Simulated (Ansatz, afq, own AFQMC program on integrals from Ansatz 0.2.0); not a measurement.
AFQMC on a folder of integrals that Ansatz 0.2.0 wrote.

```yaml
crystal:
  periodic: [false, false, false]
  atoms:
    - {symbol: Si, position_ang: [0.000000, 0.000000, 0.000000]}
    - {symbol: Li, position_ang: [0.000000, 0.000000, 2.441500]}
basis:
  gaussian: {orbitals: cc-pVDZ}
magnetization: {spin_polarized: false, initial_magnetization: 1}
correlation: {method: ccsd_t, electrons: outside_noble_gas, hamiltonian_folder: ham}
```

```sh
$ ansatz run in.yaml --threads 1 --pin off --events-out ev --progress --plain --max-ram 1843MiB
```

Options of the walk:

```
--method phaseless --trial hf --walkers 180 --populations 1 --least-time 40 --time-step 0.005 --steps-per-block 20 --equilibration-blocks 112 --max-blocks 600 --target-error 0.00081 --factor-cut 1e-05 --start spin_pure --seed 6289 --taylor-order 6
```

Times are imaginary, in 1/Eh. The walk had a cap of 507 s.

Output of the walk:

```
orbitals 26  electrons 3 2  factors 178 of 315
reference energy -296.28624953 Eh
CCSD correlation -0.09378579 Eh in 15 cycles, weight of the determinant in the CISD state 0.8847
energy of the start -296.286249 Eh
 block  time / (1/Eh)  mean weight  energy / Eh
     1     0.100  1.0003  -296.295466
     2     0.200  1.0004  -296.304604
     3     0.300  1.0015  -296.312618
     4     0.400  1.0001  -296.317365
     5     0.500  1.0001  -296.322979
    10     1.000  1.0009  -296.348283
    86     8.600  1.0005  -296.391300
   120    12.000  1.0001  -296.400056
   171    17.100  1.0004  -296.380086
   256    25.600  1.0000  -296.373797
   341    34.100  1.0017  -296.382128
   426    42.600  1.0004  -296.393931
   477    47.700  0.9992  -296.364093
   511    51.100  0.9996  -296.377214
   596    59.600  1.0007  -296.379928
   681    68.100  1.0007  -296.392209
   698    69.800  0.9995  -296.372610
blocks merged  error / Eh  count
     1  0.000394  600
     2  0.000524  300
     4  0.000686  150
     8  0.000864  75
    16  0.000994  37
    32  0.001155  18
    64  0.001227  9
energy -296.380113 +/- 0.001155 Eh
(rows thinned)
```

The run passed its tests (sampling time, drift between the halves within three errors, error under three times the target), which doesn't prove that it has relaxed. The second half of the sampling lies above the first by 1.8 errors of their difference, so the energy may still be moving and its error bar be too small.

Against this walk (error 31.4 meV) on the same determinant: CCSD(T) 83.9 meV lower, CCSDT(Q) 123.1 meV lower, full CI (a separate run on its own orbitals, whose frozen core shifts it by up to a few meV) 125.2 meV lower, a separate phaseless walk with a CISD trial and standard settings 110.5 ± 32.2 meV lower. The error is statistical and leaves out the bias of the constraint. Full CI is exact here, so the walk's 125 meV above it is the walk's own error: the bias of the constraint with this trial, or a walk that hasn't relaxed.

Cautions: constraint bias not in the error; error above the target (31.4 against 22.0 meV); a spin-contaminated unrestricted determinant lies lower (UHF 690 meV lower, ⟨S²⟩ 1.71); CCSDT(Q) on the UHF determinant differs (692 meV lower), perhaps since the unrestricted series falls towards higher spin; full CI with its own frozen core; a state of higher spin lies lower (by 659 meV).

The walk took 2.6 min on 1 thread of Arm Neoverse V1 (shared host). The log's last line is the phaseless energy.

CCSDT and higher add their correlation energy to the determinant of the CCSD(T) run, since their own runs factorise the integrals more tightly (a shift of under 2 meV). A walk keeps the symmetry of its determinant, which the program's search chose and which needn't be the lowest solution, so a lower state of the same spin and another symmetry isn't excluded.
